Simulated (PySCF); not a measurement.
Computed spin Hamiltonian

C₆H₇ (doublet state).
Cartesian coordinates in Å at the GFN2-xTB level; atoms count from 1:
```xyz
13
C6H7 angstrom
C      3.0398   -0.1952    0.1457
C      1.6036   -0.0963    0.0810
C      0.3832   -0.0195    0.0236
C     -0.9453    0.0730   -0.0324
C     -2.1317    0.6733   -0.6420
C     -2.2529   -0.3940    0.4269
H      3.3392   -0.7767    1.0187
H      3.4287   -0.6852   -0.7502
H      3.4863    0.7990    0.2128
H     -2.3820    0.4155   -1.6649
H     -2.3910    1.6949   -0.3880
H     -2.5961   -0.1041    1.4133
H     -2.5861   -1.3842    0.1378
```

The species is `CC#C[C]1CC1` [radical].

Level of theory: PySCF, UKS B3LYP, pcH-1 on C H, non-relativistic, mean-field spin-orbit, GIAO. Isolated species at its GFN2-xTB geometry, gas phase. GFN2-xTB frequencies show an imaginary mode (23i cm⁻¹), so this geometry is no minimum at that level. A GFN2-xTB geometry isn't a minimum of the functional, and hyperfine couplings can be far from their values at a DFT geometry. No stability test was run, so a lower SCF solution isn't excluded.

* g1, g2, g3: 2.00217, 2.00294, 2.00318
* g_iso: 2.00277
* Form of g: rhombic: the two nearest values differ by 24 % of g3 − g1
* ⟨S²⟩: 0.7680 (exact 0.7500)
* HOMO–LUMO gap, α and β orbitals: 5.83, 4.57 eV
* Basis functions: 220

Isotropic coupling and dipolar principal values T1 to T3, in mT; ρ(0) is the spin density at the nucleus (MHz turned into mT with g_iso):

| atom | isotope | a_iso | T1 | T2 | T3 | Mulliken spin population | ρ(0) (bohr⁻³) |
| --- | --- | --- | --- | --- | --- | --- | --- |
| C1 | 13C | -0.72 | -0.04 | 0.02 | 0.02 | -0.05 | -0.0180 |
| C2 | 13C | 1.64 | -1.64 | -1.22 | 2.86 | 0.53 | 0.0409 |
| C3 | 13C | -2.40 | -0.72 | -0.06 | 0.78 | -0.23 | -0.0599 |
| C4 | 13C | 2.52 | -2.22 | -2.04 | 4.26 | 0.69 | 0.0628 |
| C5 | 13C | -0.85 | -0.12 | 0.01 | 0.11 | -0.06 | -0.0212 |
| C6 | 13C | -0.85 | -0.12 | 0.01 | 0.11 | -0.06 | -0.0212 |
| H7 | 1H | 0.36 | -0.10 | -0.08 | 0.18 | 0.00 | 0.0023 |
| H8 | 1H | 2.72 | -0.11 | -0.08 | 0.19 | 0.03 | 0.0170 |
| H9 | 1H | 1.74 | -0.10 | -0.08 | 0.19 | 0.02 | 0.0109 |
| H10 | 1H | 2.31 | -0.10 | -0.10 | 0.20 | 0.03 | 0.0145 |
| H11 | 1H | 2.34 | -0.11 | -0.10 | 0.21 | 0.03 | 0.0147 |
| H12 | 1H | 2.35 | -0.11 | -0.10 | 0.21 | 0.03 | 0.0147 |
| H13 | 1H | 2.31 | -0.10 | -0.10 | 0.21 | 0.03 | 0.0145 |

The largest Mulliken spin populations are on C4 (+0.69), C2 (+0.53) and C3 (-0.23). The angles at C4 add up to 359.9°, so it is planar.

Axes: g3 points within 1° of the C1–C2 bond.

Under fast tumbling the dipolar parts average out, and these isotropic splittings remain: 2 × 1H (H12/H13, I = 1/2, 3 lines) with 2.33 mT, 2 × 1H (H10/H11, I = 1/2, 3 lines) with 2.33 mT and 3 × 1H (H7/H8/H9, I = 1/2, 4 lines) with 1.61 mT.

Means are taken over nuclei equivalent by connectivity, which assumes that they swap fast. C5 and C6, with what hangs on them, aren't averaged: C4 is flat or nearly so (angle sum 360°), and its turn about the short C4–C3 bond (1.33 Å) is taken as slow. The three 1H nuclei of mean +45.1 MHz run from 10.2 to 76.1 MHz in the frozen geometry.

The 13C coupling of C4 (70.6 MHz) shows only in satellite lines or after enrichment, since that isotope makes up about 1.07 % of natural carbon.

The spin density at the nucleus, in bohr⁻³, is negative for C3 (-0.0599), C6 (-0.0212) and C5 (-0.0212), for instance. A restricted open-shell determinant has no negative spin density anywhere; here it arises because α and β orbitals differ (spin polarisation).

Time: 39 s wall (with the writing of density and orbital grids); peak memory 0.75 GiB. Hardware: one thread of an Arm Neoverse V1, no GPU, on a shared host.
